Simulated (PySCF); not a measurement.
C2H3F3.
SMILES with atom numbers: `[F:1][CH2:2][CH:3]([F:4])[F:5]` (hydrogens: H6, H7 on C2; H8 on C3)

Computed with core-valence-separated Tamm–Dancoff BHandHLYP/aug-pcX-1 (pcseg-1 on H) in PySCF, non-relativistic, gas phase, PBE0-D3(BJ)/def2-SVP geometry. No empirical shift is added; at this level the pattern usually sits a few eV under experiment.

(1) List the fluorine K-edge absorption lines.

(2) What does the C 1s absorption edge look like?

Results:

(1) 
```json
{"E (eV)": "685.38", "f": "0.0294", "core hole on": "F1", "main final orbital": "LUMO+2 (35 %)"}
{"E (eV)": "686.33", "f": "0.0253", "core hole on": "F4", "main final orbital": "LUMO+2 (32 %)"}
{"E (eV)": "686.64", "f": "0.0289", "core hole on": "F5", "main final orbital": "spread"}
{"E (eV)": "687.08", "f": "0.0081", "core hole on": "F1", "main final orbital": "LUMO (58 %)"}
{"E (eV)": "687.43", "f": "0.0061", "core hole on": "F5", "main final orbital": "LUMO+1 (49 %)"}
{"E (eV)": "687.50", "f": "0.0115", "core hole on": "F4", "main final orbital": "LUMO+1 (62 %)"}
{"E (eV)": "687.63", "f": "0.0018", "core hole on": "F1", "main final orbital": "LUMO+1 (44 %)"}
{"E (eV)": "687.77", "f": "0.0125", "core hole on": "F5", "main final orbital": "LUMO+2 (34 %)"}
{"E (eV)": "688.04", "f": "0.0058", "core hole on": "F4/F5", "main final orbital": "spread (2 roots, f summed)"}
{"E (eV)": "688.10", "f": "0.0032", "core hole on": "F1", "main final orbital": "LUMO+3 (64 %)"}
{"E (eV)": "688.21", "f": "0.0063", "core hole on": "F4", "main final orbital": "LUMO+3 (58 %)"}
{"E (eV)": "688.38", "f": "0.0048", "core hole on": "F5", "main final orbital": "LUMO (41 %)"}
{"E (eV)": "688.57", "f": "0.0093", "core hole on": "F1", "main final orbital": "spread"}
{"E (eV)": "688.78", "f": "0.0011", "core hole on": "F1", "main final orbital": "LUMO+4 (65 %)"}
```

The first line with a tenth or more of the strongest one's intensity is at 685.38 eV (f = 0.029), with the hole on F1 (alkyl fluorine). It is also the strongest listed.

(2) 
| E (eV) | f | core hole on | main final orbital |
| --- | --- | --- | --- |
| 286.98 | 0.0531 | C2 | spread |
| 288.23 | 0.0217 | C2 | LUMO (35 %) |
| 288.54 | 0.0344 | C2 | spread |
| 289.28 | 0.0685 | C3 | spread |
| 289.64 | 0.0047 | C2 | LUMO+1 (32 %) |
| 289.81 | 0.0578 | C3 | LUMO+1 (46 %) |
| 290.15 | 0.0008 | C2 | LUMO+3 (60 %) |
| 290.39 | 0.0105 | C2 | spread |
| 290.81 | 0.0210 | C2 | spread |
| 290.84 | 0.0257 | C3 | spread |
| 291.08 | 0.0019 | C2 | LUMO+5 (71 %) |

The first line with a tenth or more of the strongest one's intensity is at 286.98 eV (f = 0.053), with the hole on C2 (sp3 C–F carbon). The strongest listed is at 289.28 eV (f = 0.068; C3).

Roots within 0.03 eV whose holes lie on the same, on equivalent or on shared atoms are summed into one line, and the highest roots are left out, as the search may have cut off their partners. Final orbitals are the ground state's empty Kohn–Sham orbitals.

Problem. What is the summed oscillator strength of the listed F K lines, and their intensity-weighted mean energy?

Solution. Σf = 0.154 over 14 lines from 685.38 to 688.78 eV; the weighted mean is 686.90 eV. The strongest line holds 19 % of the sum.

The ionisation thresholds weren't computed; near and above them a finite basis only mimics Rydberg series and continuum.

Hardware: Arm Neoverse V2, one thread, on a shared host. Cost: 7.6 s.

Conformer computed: `[F:1][CH2:2][CH:3]([F:4])[F:5]`: F1–C2–C3–F4 174°.

One conformer stands for the species.
